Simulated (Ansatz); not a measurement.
**CH₂NOP: small, medium and large basis sets**

An exercise on one series of results from a longer session: the logs are not shown, and one member is left open.

The runs use Ansatz 0.2.0, Gaussian basis; one geometry, several basis sets.

Plan: PBE0-D4/def2-SVP; ωB97M-V/def2-SVP; PBE0-D4/def2-QZVPP; ωB97M-V/def2-QZVPP; the functionals' def2-TZVPP values are taken from earlier runs.

**The geometry**

The geometry comes from an earlier relaxation with PBE0-D4 in a triple-zeta def2 set; it is a stationary point.

SMILES `O=C=NP`, 6 atoms, charge 0, spin multiplicity 1.

Atoms are counted from 1 here; the program's logs count them from 0.

Bond lengths: O1–C2 1.165 Å, C2–N3 1.198 Å, N3–P4 1.702 Å, P4–H5 1.422 Å, P4–H6 1.422 Å. Angles: O1–C2–N3 175.4°, C2–N3–P4 142.6°, N3–P4–H5 97.2°, N3–P4–H6 97.2°, H5–P4–H6 92.0°.

Set-up of the first run:

Input file in.yaml:

```yaml
crystal:
  periodic: [false, false, false]
  atoms:
    - {symbol: O, position_ang: [1.232669, -2.073979, 1.254807]}
    - {symbol: C, position_ang: [0.766618, -1.160338, 0.703122]}
    - {symbol: N, position_ang: [0.376902, -0.185941, 0.124449]}
    - {symbol: P, position_ang: [-1.036554, 0.580446, -0.432358]}
    - {symbol: H, position_ang: [-0.568142, 0.890842, -1.738134]}
    - {symbol: H, position_ang: [-0.729492, 1.884870, 0.042013]}
basis:
  gaussian: {orbitals: def2-SVP}
hamiltonian: {xc: pbe0, dispersion: d4}
output: {orbitals: {seedname: orbitals}}
```

Steps of the session up to this table: PBE0-D4 in def2-SVP; ωB97M-V in def2-SVP; PBE0-D4 in def2-QZVPP; ωB97M-V in def2-QZVPP.

One of the session's tables, all rows but one given; the rest of the session is left out.

It belongs to the step «Functionals by basis». 

| functional | basis | HOMO (eV) | LUMO (eV) |
| --- | --- | --- | --- |
| PBE0-D4 | def2-SVP | -7.42 | 0.02 |
| PBE0-D4 | def2-TZVPP | ? | ? |
| PBE0-D4 | def2-QZVPP | -7.55 | -0.55 |
| ωB97M-V | def2-SVP | -9.52 | 2.24 |
| ωB97M-V | def2-TZVPP | -9.65 | 1.53 |
| ωB97M-V | def2-QZVPP | -9.68 | 1.23 |

Q: Estimate the row for PBE0-D4, def2-TZVPP from the others.

As computed: HOMO (eV): -7.52; LUMO (eV): -0.43. In the column «HOMO (eV)» it lies between PBE0-D4, def2-QZVPP (-7.55) and PBE0-D4, def2-SVP (-7.42).
